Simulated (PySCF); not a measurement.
C6H11 (charge +1).
SMILES with atom numbers: `[CH3:1][C+:2]([CH3:3])[CH:4]1[CH2:5][CH2:6]1`

Method used: delta-SCF UKS SCAN, pcX-2 on the ionised atom, pcseg-1 elsewhere, spin-free X2C (PySCF 2.14.0). These are vertical core ionisation energies against the vacuum level, from separate self-consistent calculations with and without the core hole.

Some binding energies are withheld.

| atom(s) | bonded to | level | binding energy (eV) |
| --- | --- | --- | --- |
| C1/C3 | C and 3 H | C 1s | 296.15 |
| C2 | 3 C | C 1s | 297.59 |
| C4 | 3 C and H | C 1s | ? |
| C5/C6 | 2 C and 2 H | C 1s | ? |

(1) Fill in C 1s for C4.

(2) What is the C 1s binding energy of C5/C6?

Results:

(1) 296.41 eV (three-membered-ring carbon). The nearest listed C 1s value is that of C1/C3; the shift against it is +0.26 eV.

(2) 296.25 eV (three-membered-ring carbon). The nearest listed C 1s value is that of C1/C3; the shift against it is +0.10 eV.

Lowest listed C 1s: C1/C3, bonded to C and 3 H. Highest, 1.44 eV above it: C2, bonded to 3 C. The widest gap between neighbouring values is 1.18 eV, between 296.41 and 297.59 eV. Summing the Pauling electronegativity differences to the bonded atoms, each weighted by its formal bond order, gives -1.05 for the lowest site and 0.00 for the highest; no listed site has a larger sum than the highest.

Question: Express the binding energy of C 1s of C5/C6 in atomic units and per mole.

Answer: 296.25 eV = 10.8870 Eh = 28584 kJ/mol.

Topologically equivalent atoms share the value of their first member; where this conformer doesn't relate them by symmetry, their own values could differ. The unrestricted hole states depart most from a pure doublet (⟨S²⟩ = 0.75; over 0.85 named) for C 1s of C2 (0.99), which makes this value less certain. The species carries charge +1, so core ionisation leaves charge +2. Geometry: PBE0-D3(BJ)/def2-SVP, one conformer, isolated ion.

Time: 28 s of wall time. Hardware: one thread, x86-64 server (shared host).

Conformer computed: `[CH3:1][C+:2]([CH3:3])[CH:4]1[CH2:5][CH2:6]1`: C1–C2–C4–C5 -34°.
